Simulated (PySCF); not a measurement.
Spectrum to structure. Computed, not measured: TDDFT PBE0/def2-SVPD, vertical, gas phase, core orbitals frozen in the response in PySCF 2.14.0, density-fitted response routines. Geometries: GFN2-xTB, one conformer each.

```json
{"state": "S1", "E (eV)": "4.91", "λ (nm)": "252.8", "f": "0.0004"}
{"state": "S2", "E (eV)": "5.87", "λ (nm)": "211.3", "f": "0.0054"}
{"state": "S3", "E (eV)": "6.78", "λ (nm)": "182.9", "f": "0.022"}
{"state": "S4", "E (eV)": "7.08", "λ (nm)": "175.2", "f": "0.020"}
{"state": "S5", "E (eV)": "7.28", "λ (nm)": "170.4", "f": "0.268"}
{"state": "S6", "E (eV)": "7.41", "λ (nm)": "167.3", "f": "0.049"}
```

Triplets computed (Tamm–Dancoff): 4.15, 4.44 eV.

Question: Which candidate is it? All have the formula C5H7N.
A. `C=C1C=C1CN`
B. `C=C(C)[C@H]1C=N1`
C. `C=CC[C@@H]1C=N1`

Answer: C. Its S1, at 4.91 eV, is the highest among the candidates; the nearest of the others has S1 at 4.56 eV. S1 is HOMO-1→LUMO (70%), HOMO→LUMO (29%). Löwdin shares by element: HOMO carbon 65% or more, nitrogen 14% (atoms not listed hold the other 21%); LUMO carbon 47% or more, nitrogen 38%, hydrogen 9% or more. At the same level the other candidates give, for their lowest levels:
- `C=C(C)[C@H]1C=N1`: 4.40 eV (f 0.004); 6.32 eV (f 0.000); 6.59 eV (f 0.077); 6.62 eV (f 0.395); 6.79 eV (f 0.033); T1 3.78 eV; HOMO -6.81, LUMO -0.86 eV
- `C=C1C=C1CN`: 4.56 eV (f 0.024); 5.43 eV (f 0.001); 5.59 eV (f 0.000); 6.10 eV (f 0.026); 6.43 eV (f 0.023); T1 3.45 eV; HOMO -5.98, LUMO -0.30 eV

The values belong to the conformer `[CH2:1]=[CH:2][CH2:3][C@@H:4]1[CH:5]=[N:6]1`: C1–C2–C3–C4 118°, C2–C3–C4–C5 -93°.
